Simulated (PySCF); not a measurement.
C₆H₆.
SMILES with atom numbers: `[cH:1]1[cH:2][cH:3][cH:4][cH:5][cH:6]1` (hydrogens: H7 on C1; H8 on C2; H9 on C3; H10 on C4; H11 on C5; H12 on C6)

The same species was optimised twice, with GFN2-xTB and with PBE0-D3(BJ)/def2-SVP (PySCF), and the same property calculations (PySCF, gas phase) were run on both structures.

| coordinate | GFN2-xTB | PBE0-D3(BJ)/def2-SVP | change |
| --- | --- | --- | --- |
| C2–C3 (Å) | 1.385 | 1.395 | +0.010 |
| C5–C6 (Å) | 1.385 | 1.395 | +0.010 |
| C1–C2 (Å) | 1.385 | 1.395 | +0.010 |
| C1–C6 (Å) | 1.385 | 1.395 | +0.010 |
| C3–C4 (Å) | 1.385 | 1.395 | +0.010 |
| C4–C5 (Å) | 1.385 | 1.395 | +0.010 |
| C1–C6–C5 (°) | 120.0 | 120.0 | 0.0 |
| C2–C1–C6 (°) | 120.0 | 120.0 | 0.0 |
| C1–C2–C3 (°) | 120.0 | 120.0 | 0.0 |
| C3–C4–C5 (°) | 120.0 | 120.0 | 0.0 |
| C4–C5–C6 (°) | 120.0 | 120.0 | 0.0 |
| C2–C3–C4 (°) | 120.0 | 120.0 | 0.0 |

Rotational constants: A = 5783, B = 5783, C = 2892 MHz (GFN2-xTB) against A = 5695, B = 5695, C = 2847 MHz (PBE0-D3(BJ)/def2-SVP). Point groups within 0.08 Å: D6h and D6h.

On the GFN2-xTB structure: HOMO (eV) -7.36 [PBE0/pcSseg-1]; LUMO (eV) -0.15 [PBE0/pcSseg-1]; GIAO shielding of C1 (×6) (mean) (ppm) 53.0 [PBE0/pcSseg-1].

Task: What do these properties become on the PBE0-D3(BJ)/def2-SVP structure?

Result: 
| property | level | on GFN2-xTB | on PBE0-D3(BJ)/def2-SVP | change |
| --- | --- | --- | --- | --- |
| HOMO (eV) | PBE0/pcSseg-1 | -7.36 | -7.33 | +0.03 |
| LUMO (eV) | PBE0/pcSseg-1 | -0.15 | -0.21 | -0.06 |
| energy, GFN2-xTB geometry as zero (kcal/mol) | PBE0/pcSseg-1 | 0.0 | -0.2 | -0.2 |
| GIAO shielding of C1 (×6) (mean) (ppm) | PBE0/pcSseg-1 | 53.0 | 50.4 | -2.6 |

The heavy atoms differ by 0.010 Å rms after alignment. Among bonds between heavy atoms C1–C2, C1–C6, C2–C3, C3–C4, C4–C5 and C5–C6 change most and about equally (+0.010 Å). Changes are differences of the printed values. Neither structure is proved a minimum here.
